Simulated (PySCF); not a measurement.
# SiH4O (silanol): levels of theory compared

We compute a comparison of 6 runs (B2PLYP/STO-3G, PBE/STO-3G, PBE0/STO-3G, UPBE0/STO-3G, wB97X-V/STO-3G, MP2/STO-3G) of SiH4O (silanol). 

The calculation is run with PySCF 2.14.0.

2 further runs of the same task are left out: 2 set aside as unsound or not needed.

## 1. Starting point

The species is SiH4O (6 atoms), meant as a singlet with charge 0. As SMILES, `O[SiH3]`. One bond was lengthened or shortened from a relaxed shape.

Bond lengths: O1–Si2 1.977 Å, O1–H3 0.957 Å, Si2–H4 1.489 Å, Si2–H5 1.481 Å, Si2–H6 1.489 Å. Angles: O1–Si2–H4 111.7°, O1–Si2–H5 105.9°, O1–Si2–H6 111.7°, Si2–O1–H3 117.9°, H4–Si2–H5 109.9°, H4–Si2–H6 107.9°, H5–Si2–H6 109.9°.

## 2. A single-point energy at B2PLYP/STO-3G (run 1)

File calc.py:

```python
from pyscf import gto, dft, mp

mol = gto.Mole()
mol.atom = '''
O        0.771161      -1.305620       0.540183
Si      -0.035700       0.346500      -0.187000
H        0.203561      -1.904520       1.025883
H       -1.128300       0.045700      -1.152800
H        1.060500       1.064900      -0.875600
H       -0.602300       1.202400       0.891700
'''
mol.max_memory = 1860
mol.spin = 0
mol.basis = 'sto-3g'
mol.charge = 0
mol.verbose = 4
mol.build()

mf = dft.RKS(mol, xc='0.53*HF + 0.47*B88, 0.73*LYP')
mf.conv_tol = 1e-10
mf.grids.level = 5
mf.kernel()
if not mf.converged:
    mf = mf.newton().run(mf.mo_coeff, mf.mo_occ)

pt = mp.MP2(mf, frozen=6).run()
energy = mf.e_tot + 0.27 * pt.e_corr
print('PT2 part  %.8f' % (0.27 * pt.e_corr))
print(f'total energy: {energy:.8f} hartree')
```

Started as:

```console
OMP_NUM_THREADS=1 python calc.py
```

The log of the run:

```text
PySCF version 2.14.0

[... 72 lines left out ...]
converged SCF energy = -362.370162678999
[... 1 line left out ...]
******** <class 'pyscf.mp.mp2.RMP2'> ********
nocc = 7, nmo = 12
frozen orbitals 6
E(RMP2) = -362.481123776826  E_corr = -0.110961097827123
E(SCS-RMP2) = -362.496087512376  E_corr = -0.125924833377003
E_corr(same-spin) = -0.00834055847947417
E_corr(oppo-spin) = -0.102620539347649
PT2 part  -0.02995950
total energy: -362.40012218 hartree
```

Wall time 2.7 s (1 thread of Intel Xeon Platinum 8488C (Sapphire Rapids), shared host); peak memory 0.19 GiB.

## 3. The energy at PBE/STO-3G (run 2)

File job.py:

```python
from pyscf import gto, dft

molecule = gto.Mole()
molecule.atom = '''
O    0.771161  -1.305620   0.540183
Si  -0.035700   0.346500  -0.187000
H    0.203561  -1.904520   1.025883
H   -1.128300   0.045700  -1.152800
H    1.060500   1.064900  -0.875600
H   -0.602300   1.202400   0.891700
'''
molecule.spin = 0
molecule.charge = 0
molecule.max_memory = 1860
molecule.basis = 'sto-3g'
molecule.verbose = 3
molecule.build()

mf = dft.RKS(molecule)
mf.xc = 'pbe'
mf.conv_tol = 1e-10
mf.grids.level = 5
mf.kernel()
if not mf.converged:
    mf = mf.newton().run(mf.mo_coeff, mf.mo_occ)

energy = mf.e_tot
print(f'total energy: {energy:.8f} hartree')
```

Started as:

```console
OMP_NUM_THREADS=1 python job.py
```

The log of the run:

```text
converged SCF energy = -362.406144265803
total energy: -362.40614427 hartree
```

Run time: 2.9 s. Hardware: 1 thread of Intel Xeon Platinum 8488C (Sapphire Rapids), shared host; peak memory 0.19 GiB.

Run 3 isn't shown in full; the table further down has it.

## 4. The energy at UPBE0/STO-3G (run 4)

File calc.py:

```python
from pyscf import gto, dft

molecule = gto.Mole()
molecule.atom = '''
O    0.771161  -1.305620   0.540183
Si  -0.035700   0.346500  -0.187000
H    0.203561  -1.904520   1.025883
H   -1.128300   0.045700  -1.152800
H    1.060500   1.064900  -0.875600
H   -0.602300   1.202400   0.891700
'''
molecule.max_memory = 1860
molecule.basis = 'sto-3g'
molecule.verbose = 3
molecule.build()

mf = dft.UKS(molecule, xc='pbe0')
mf.conv_tol = 1e-10
mf.grids.level = 5
mf.kernel()
if not mf.converged:
    mf = mf.newton().run(mf.mo_coeff, mf.mo_occ)
for _ in range(3):
    mo, _, stable, _ = mf.stability(return_status=True)
    if stable:
        break
    mf.kernel(mf.make_rdm1(mo, mf.mo_occ))

e_final = mf.e_tot
print(f'total energy: {e_final:.8f} hartree')
```

Started as:

```console
OMP_NUM_THREADS=1 python calc.py
```

The log of the run:

```text
converged SCF energy = -362.462599968269  <S^2> = 1.3855583e-13  2S+1 = 1
<class 'pyscf.dft.uks.UKS'> wavefunction is stable in the internal stability analysis
total energy: -362.46259997 hartree
```

Run time: 14 s. Hardware: 1 thread of Intel Xeon Platinum 8488C (Sapphire Rapids), shared host; peak memory 0.38 GiB.

Run 5 isn't shown in full; the table further down has it.

## 5. A single-point energy at MP2/STO-3G (run 6)

File input.py:

```python
from pyscf import gto, mp

mol = gto.Mole()
mol.atom = '''
O      1.457283    -2.467264     1.020798
Si    -0.067463     0.654790    -0.353379
H      0.384675    -3.599021     1.938638
H     -2.132178     0.086360    -2.178476
H      2.004055     2.012369    -1.654644
H     -1.138182     2.272207     1.685069
'''
mol.basis = 'sto-3g'
mol.verbose = 3
mol.unit = 'bohr'
mol.max_memory = 1860
mol.build()

hf = mol.RHF()
hf.conv_tol = 1e-10
hf.kernel()
if not hf.converged:
    hf = hf.newton().run(hf.mo_coeff, hf.mo_occ)

pt = mp.MP2(hf, frozen=6).run()
e_final = pt.e_tot
print('E = %.10f Eh' % e_final)
```

Started as:

```console
OMP_NUM_THREADS=1 python input.py
```

The log of the run:

```text
converged SCF energy = -361.716384205939
E(RMP2) = -361.80006833401  E_corr = -0.0836841280706469
E(SCS-RMP2) = -361.811772767687  E_corr = -0.0953885617481309
E = -361.8000683340 Eh
```

Wall time 0.64 s (1 thread of Intel Xeon Platinum 8488C (Sapphire Rapids), shared host); peak memory 0.12 GiB.

## 6. All runs side by side

```
run           level  frozen core orbitals  follow instability  energy (Eh)  dipole moment (D) of the reference  HOMO energy (eV)  LUMO energy (eV)  wall time
  1   B2PLYP/STO-3G                     6                   –  -362.400122                                1.35             -5.66              6.38      2.7 s
  2      PBE/STO-3G                     –                   –  -362.406144                                1.17             -1.29              3.30      2.9 s
  3     PBE0/STO-3G                     –                   –  -362.462600                                1.28             -3.47              4.60      2.5 s
  4    UPBE0/STO-3G                     –                 yes  -362.462600                                1.28             -3.47              4.60       14 s
  5  wB97X-V/STO-3G                     –                   –  -362.593057                                1.29             -6.02              7.11       19 s
  6      MP2/STO-3G                     6                   –  -361.800068                                1.50             -8.93              9.51     0.64 s
```

## 7. What came out

```
                                          quantity          value
                               run 6: total energy  -361.80007 Eh
       run 6: dipole moment (Hartree–Fock density)         1.50 D
        run 6: HOMO energy (Hartree–Fock orbitals)       -8.93 eV
        run 6: LUMO energy (Hartree–Fock orbitals)        9.51 eV
      run 6: HOMO–LUMO gap (Hartree–Fock orbitals)       18.44 eV
run 6: correlation energy (6 core orbitals frozen)      -83.7 mEh
```

**Reading.** Over runs 1, 2, 3, 4, 5 the dipole moment (its size) runs from 1.17 D (PBE/STO-3G) to 1.35 D (B2PLYP/STO-3G). A double hybrid's value is that of its SCF part. Over runs 1, 2, 3, 4, 5 the HOMO–LUMO gap runs from 4.59 eV (PBE/STO-3G) to 13.13 eV (wB97X-V/STO-3G). Totals of different functionals can't be ranked against each other. In runs 1, 2, 3, 4, 5, 6 the basis is minimal, so the values are rough. All runs together took 42 s, the longest 19 s.
